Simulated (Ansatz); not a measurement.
Results of PBE in Ansatz (plane waves, PAW) for rock-salt RbBr.

Settings: plane-wave cutoff 520 eV, 8×8×8 k mesh, Fermi–Dirac smearing 0.01 eV, scalar-relativistic PAW data made under PBE.

The direct gap at Γ against volume; x = 100 ln(V/43.196 Å³). One gap is withheld.

| V (Å³/atom) | x | gap (eV) |
|---|---|---|
| 40.604 | -6.19 | ? |
| 41.468 | -4.08 | 4.290 |
| 42.332 | -2.02 | 4.239 |
| 43.196 | 0.00 | 4.191 |
| 44.060 | 1.98 | 4.144 |
| 44.924 | 3.92 | 4.100 |
| 45.788 | 5.83 | 4.057 |

Question: Fit a straight line to the rows shown, give the volume deformation potential and predict the withheld gap.

Answer: Means of the 6 rows: x̄ = 0.938, ȳ = 4.1702 eV. Σ(x − x̄)(y − ȳ) = -1.6146 and Σ(x − x̄)² = 68.720, so the slope is -0.0235 eV per unit of x, and dE_g/d ln V = -2.4 eV. At x = -6.19: 4.1702 + (-0.0235) × (-6.19 − (0.938)) = 4.338 eV. The run gives 4.342 eV, 0.004 eV above the line.

Measured, for comparison: band gap 7.2 eV (temperature not stated, no zero-point or thermal correction; as tabulated in Aguado et al. (1998), arXiv:cond-mat/9809176).

Spin–orbit coupling is not included.

Ansatz is a program for electronic structure.
